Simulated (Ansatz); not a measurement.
System: OCl, net charge 0, doublet state. 
Coordinates optimised at B3LYP-D3(BJ)/def2-TZVP (Ansatz, a program for electronic structure):
```
Cl
O 1 1.5797
```
Charge 0, spin multiplicity 2.

Quantity: vertical ionisation energy (to the triplet state of charge +1; each state is the SCF solution reached for its spin; for the triplet T1 is 0.062), in eV. Cores are frozen in the correlated levels unless marked. UHF or UKS for open shells. Spin-orbit coupling is left out. No relativistic terms. Basis-set limits of correlation are two-point, X^-3; Hartree-Fock from the larger set.

CCSD(T)/CBS(aug-cc-pV(T+d)Z,aug-cc-pV(Q+d)Z) (Ansatz) gives 11.08 eV.

Another calculation gave 11.08 eV. Which level was it?
A) r2SCAN/def2-TZVPD (Ansatz)
B) B3LYP/def2-TZVPD (Ansatz)
C) BHLYP/def2-TZVPD (Ansatz)

B, B3LYP/def2-TZVPD (Ansatz). The others give 11.20 (BHLYP), 10.85 (r2SCAN) eV.
